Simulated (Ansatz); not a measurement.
Consider a ladder of basis sets of FNa (the Python package of Ansatz (0.2.0)).

`fna_basis.py`:
```python
"""Basis-set convergence for FNa."""

import warnings

import ansatz as az
from ase import Atoms


def main() -> None:
    warnings.simplefilter("ignore", az.DeckWarning)

    atoms = Atoms(["Na", "F"], positions=[
        [0.0, 0.0, 0.0],
        [0.0, 0.0, 2.19],
    ])
    system = az.Crystal.molecule_from_ase(atoms)

    setup = system.calculation().functional("pbe0")

    energies = {}
    for basis in ["cc-pVDZ", "cc-pVTZ", "cc-pVQZ"]:
        rep = setup.basis(gaussian=basis).run(threads=1, backend="cpu").report
        size = rep["n_frozen"] + rep["n_occupied"][0] + rep["n_virtual"][0]
        energies[basis] = (rep["reference_energy_ev"] / 27.211386246, rep["free_energy_ev"] / 27.211386246)
        print(f"{basis:14s} {size:4d} orbitals  reference {energies[basis][0]:14.6f} Ha  total {energies[basis][1]:14.6f} Ha")

    last = energies["cc-pVQZ"][1]
    for basis, (_, total) in energies.items():
        print(f"{basis:14s} lies {27.211386 * (total - last):9.4f} eV above cc-pVQZ")


if __name__ == "__main__":
    main()
```

How far does the total energy move along this ladder of basis sets?

Against cc-pVDZ: cc-pVTZ -48.1 mHa and cc-pVQZ -60.4 mHa. The last step alone is -12.25 mHa.

The run itself:

Running `python fna_basis.py` prints:
```text
cc-pVDZ          32 orbitals  reference    -261.960758 Ha  total    -261.960758 Ha
cc-pVTZ          64 orbitals  reference    -262.008900 Ha  total    -262.008900 Ha
cc-pVQZ         114 orbitals  reference    -262.021151 Ha  total    -262.021151 Ha
cc-pVDZ        lies    1.6434 eV above cc-pVQZ
cc-pVTZ        lies    0.3333 eV above cc-pVQZ
cc-pVQZ        lies    0.0000 eV above cc-pVQZ
```

Notes:
- The drop along the ladder measures the basis error, and is no property of the molecule.
- The geometry is a force-field or estimated start, not a minimum of this method, and the last set is no limit. Much of the fall in a total is atomic energy, which cancels in bond and reaction energies.
- Finished in 3.1 s on 1 thread of Arm Neoverse V1, on a shared host, peak memory 0.21 GiB.

(Lines on the test bed's own set-up are left out of the output.)
